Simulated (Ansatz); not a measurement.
# H₂ClO (doublet): the correlation ladder at distance Cl1–H2 along a hydrogen transfer = 1.556 Å, cc-pVDZ

How much of the correlation energy of H₂ClO (doublet) does each wave-function method recover here?

Program: Ansatz 0.2.0, Gaussian basis. Level of theory: cc-pVDZ, core rule «outside noble gas», up to 6 orbitals frozen. These are calculated values, not measurements.

To be run: UHF; CCSD(T) on ROHF; CCSD(T) on UHF; BCCD(T) on ROHF; CISD; CCSDT(Q) on ROHF; CCSDT(Q) on UHF; CASSCF and MRCISD+Q, 3 electrons in 3 orbitals; CASSCF and NEVPT2, 3 electrons in 3 orbitals; CASSCF and MRCISD+Q, 15 electrons in 10 orbitals; CASSCF and NEVPT2, 15 electrons in 10 orbitals.

10 further runs of the same task are left out: 2 for a mislabelled method, 2 for a known fault of the program, 4 that didn't finish, 2 set aside as unsound or not needed.

### Step 1. What is computed

The geometry derives from fragments relaxed apart (PBE0/def2-TZVP) and kept rigid, so it is no stationary point. A hydrogen atom is moved between rigid fragments.

4 atoms, charge 0, spin multiplicity 2.

Atoms are counted from 1 here; the program's logs count them from 0.

Bond lengths: Cl1–H2 1.556 Å, H2–O3 0.990 Å, O3–H4 0.973 Å. Angles: Cl1–H2–O3 180.0°, H2–O3–H4 105.0°.

### Step 2. UHF

in.yaml reads:

```yaml
crystal:
  periodic: [false, false, false]
  atoms:
    - {symbol: Cl, position_ang: [-0.843919, 0.017719, 0.000000]}
    - {symbol: H, position_ang: [0.712081, 0.017719, 0.000000]}
    - {symbol: O, position_ang: [1.702081, 0.017719, 0.000000]}
    - {symbol: H, position_ang: [1.953940, -0.922231, 0.000000]}
basis:
  gaussian: {orbitals: cc-pVDZ}
magnetization: {spin_polarized: true, initial_magnetization: 1}
hamiltonian: {xc: hf}
output: {orbitals: {seedname: orbitals}}
```

Command:

```console
$ ansatz run in.yaml --threads 1 --pin off --events-out ev --progress --plain --max-ram 2393MiB
```

The runs that follow: CCSD(T) on ROHF; CCSD(T) on UHF; BCCD(T) on ROHF; CISD; CCSDT(Q) on ROHF; CCSDT(Q) on UHF; CASSCF and MRCISD+Q, 3 electrons in 3 orbitals; CASSCF and NEVPT2, 3 electrons in 3 orbitals; CASSCF and MRCISD+Q, 15 electrons in 10 orbitals; CASSCF and NEVPT2, 15 electrons in 10 orbitals.

Q: Predict the results of all the runs planned. Wanted: UCCSDT(Q) below the RHF energy; RMP2 from UCCSDT(Q); UMP2 from UCCSDT(Q); RCCSD from UCCSDT(Q); RCCSD(T) from UCCSDT(Q); UCCSD(T) from UCCSDT(Q); RCCSDT(Q) from UCCSDT(Q); NEVPT2 pair from UCCSDT(Q); MRCISD+Q pair from UCCSDT(Q).

**Answer**, as computed:

| quantity | value |
| --- | --- |
| UCCSDT(Q) below the RHF energy | -9.9843 eV |
| RMP2 from UCCSDT(Q) | +19.61 kcal/mol |
| UMP2 from UCCSDT(Q) | +20.44 kcal/mol |
| RCCSD from UCCSDT(Q) | +4.75 kcal/mol |
| RCCSD(T) from UCCSDT(Q) | +0.80 kcal/mol |
| UCCSD(T) from UCCSDT(Q) | +0.79 kcal/mol |
| RCCSDT(Q) from UCCSDT(Q) | +0.02 kcal/mol |
| NEVPT2 pair from UCCSDT(Q) | +20.09 kcal/mol |
| MRCISD+Q pair from UCCSDT(Q) | +2.65 kcal/mol |
| NEVPT2 valence from UCCSDT(Q) | +35.06 kcal/mol |
| levels within 1 kcal/mol (43 meV) | RCCSD(T), UCCSD(T), BCCD(T), RCCSDT, UCCSDT, RCCSDT(Q) |
| T1 diagnostic | 0.024 |
| effectively unpaired electrons | 1.01 |

What this shows: RCCSD(T) misses by +0.80 kcal/mol, 0.3 % of the correlation energy. One determinant dominates. Of the multireference levels listed MRCISD+Q valence comes nearest in total energy (+1.46 kcal/mol), which doesn't show that its space is the better one. These misses are within one basis, not against nature; the frozen cores of restricted and unrestricted runs differ, which can shift their rows.
